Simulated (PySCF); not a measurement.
## 3-methyl-1-butene: calculation and literature

Cartesian coordinates in Å; atom numbers follow the order of the lines, from 1:
```xyz
15

C     2.262   -0.117   -0.225
C     1.066   -0.233    0.352
C    -0.248    0.129   -0.277
C    -0.936    1.243    0.512
C    -1.149   -1.100   -0.394
H     2.368    0.269   -1.244
H     3.180   -0.402    0.296
H     1.004   -0.625    1.377
H    -0.042    0.504   -1.296
H    -0.303    2.141    0.571
H    -1.892    1.527    0.043
H    -1.155    0.917    1.542
H    -1.376   -1.517    0.602
H    -0.670   -1.892   -0.988
H    -2.108   -0.844   -0.872
```

Published estimates (parent shift plus substituent increments) and measurements: δ $^{13}$C C3 32.3; C4/C5 22.1 ppm (measured; solution, not stated per compound (mostly CDCl3 or CCl4); Pretsch, Buehlmann, Badertscher, Structure Determination of Organic Compounds, 4th ed. (2009)).
δ $^{13}$C C2 146.0; C1 111.3 ppm (estimated from measurements, as parent shift plus tabulated substituent increment; solution, not stated per compound (mostly CDCl3 or CCl4); Pretsch, Buehlmann, Badertscher, Structure Determination of Organic Compounds, 4th ed. (2009)).

PySCF 2.14.0 with density-fitted response routines calculation with structure optimised with PBE0-D3(BJ)/def2-SVP and shieldings: GIAO PBE0/pcSseg-1; isolated molecule, one computed conformer, relativity neglected, rapidly exchanging positions averaged.

(1) How close does the calculation come?

(2) How far are the unscaled $^{13}$C shifts from the references?

Answers

(1) 
Reference values: measured (solution, not stated per compound (mostly CDCl3 or CCl4); Pretsch, Buehlmann, Badertscher, Structure Determination of Organic Compounds, 4th ed. (2009)).
```
atoms    quantity  reference  computed  computed, scaled
   C3  δ $^{13}$C       32.3      38.2              36.3
C4/C5  δ $^{13}$C       22.1      24.8              23.3
```

Reference values: estimated from measurements, as parent shift plus tabulated substituent increment (solution, not stated per compound (mostly CDCl3 or CCl4); Pretsch, Buehlmann, Badertscher, Structure Determination of Organic Compounds, 4th ed. (2009)).
```csv
atoms,quantity,reference,computed,"computed, scaled"
C2,δ $^{13}$C,146.0,155.9,150.0
C1,δ $^{13}$C,111.3,119.7,115.1
```

Computed shifts are σ(ref) − σ with the named reference compound (TMS for H and C) calculated as an isolated molecule at the same level. The measured values may be among those fitted. Expected solution values come from regression of measured δ (H and C: mostly CDCl3, vs TMS) on computed σ: $^{13}$C (scatter 1.9 ppm rms, 2.3 ppm with the 23 outliers that the fit left out). A few per cent of atoms miss by over 2 rms, more outside the fitted compound classes.

(2) Mean signed difference +6.73 ppm, mean absolute 6.73 ppm over 4 comparisons; the largest is +9.9 ppm at C2 (alkene CH).

4 of the 6 published NMR values on file for this molecule are compared.
